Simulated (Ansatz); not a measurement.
Start from `CC1=CC1C` and change one atom or group to get `CC1=C(F)C1C`.

Ansatz, PBE0-D4/def2-TZVP geometries, multiplicity 1. 

```
                                        property  `CC1=CC1C`
             HOMO energy (B3LYP/def2-TZVPP) / eV       -6.60
           HOMO–LUMO gap (B3LYP/def2-TZVPP) / eV        6.87
               HOMO energy (PBE/def2-TZVPP) / eV       -5.69
              LUMO energy (PBE0/def2-TZVPP) / eV        0.52
         HOMO–LUMO gap (ωB97M-V/def2-TZVPP) / eV       11.65
size of the dipole moment (B3LYP/def2-TZVPP) / D        0.83
```

(1) What does the change do to each property? (An estimate is asked.)

## Answers

(1) The calculation gave: 
```tsv
property	`CC1=C(F)C1C`	shift
HOMO energy (B3LYP/def2-TZVPP) / eV	-6.63	-0.03
HOMO–LUMO gap (B3LYP/def2-TZVPP) / eV	7.26	0.39
HOMO energy (PBE/def2-TZVPP) / eV	-5.63	0.06
LUMO energy (PBE0/def2-TZVPP) / eV	0.92	0.40
HOMO–LUMO gap (ωB97M-V/def2-TZVPP) / eV	11.52	-0.13
size of the dipole moment (B3LYP/def2-TZVPP) / D	1.69	0.86
```

Dipoles are sizes alone; their direction can turn.

B3LYP here is the variant with VWN-RPA as its local correlation; programs differ in this.
